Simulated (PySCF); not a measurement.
Electric properties by functional and basis

Lithium diatomic, Li₂.
Atom-mapped SMILES: `[Li:1][Li:2]`

Cartesian coordinates in Å at the PBE0-D3(BJ)/def2-SVP level; atoms count from 1:
```xyz
2
Li2 angstrom
Li     1.3995   -0.0065   -0.0048
Li    -1.3940    0.0090   -0.0235
```

PySCF, dipoles from the SCF density, polarisabilities from static response with core orbitals frozen. Geometry: PBE0-D3(BJ)/def2-SVP; no solvent, vibrations or thermal averaging.

Problem. How do dipole and polarisability depend on functional and basis here?

Solution. 

| level | α (Å³) | error (%) | anisotropy (Å³) |
| --- | --- | --- | --- |
| LDA/def2-SVPD | 32.20 | +4.1 | 17.02 |
| PBE/def2-SVPD | 31.62 | +2.2 | 17.17 |
| B3LYP/def2-SVPD | 30.56 | -1.2 | 15.60 |
| PBE0/def2-SVPD | 31.63 | +2.3 | 15.51 |
| BHandHLYP/def2-SVPD | 30.19 | -2.4 | 13.66 |
| CAM-B3LYP/def2-SVPD | 29.65 | -4.2 | 13.25 |
| wB97X-D/def2-SVPD | 32.53 | +5.2 | 10.27 |
| LC-wPBE/def2-SVPD | 30.64 | -1.0 | 11.83 |
| HF/def2-SVPD | 32.60 | +5.4 | 12.02 |
| PBE0/def2-SVP | 24.84 | -19.7 | 27.69 |
| PBE0/6-31G* | 29.00 | -6.3 | 16.74 |
| PBE0/def2-TZVP | 25.91 | -16.2 | 18.77 |

Reference polarisability: 30.932 Å³ (computed, CCSD(T)/CBS, static electronic, isotropic average, equilibrium geometry, gas; Hait, Head-Gordon, Phys. Chem. Chem. Phys. 20 (2018) 19800). The anisotropy is √(½[(α1 − α2)² + (α2 − α3)² + (α3 − α1)²]). For the polarisability, the smallest error is 1.0% (LC-wPBE/def2-SVPD) and the largest 19.7% (PBE0/def2-SVP). The dipole stays under 0.05 D at every level. In one basis (def2-SVPD) the functionals order the polarisability from CAM-B3LYP (lowest) to HF (highest), a spread of 10%. With PBE0 the polarisability is 26.58 Å³ without diffuse functions (mean of def2-SVP, 6-31G* and def2-TZVP) and 31.63 Å³ with them (def2-SVPD).
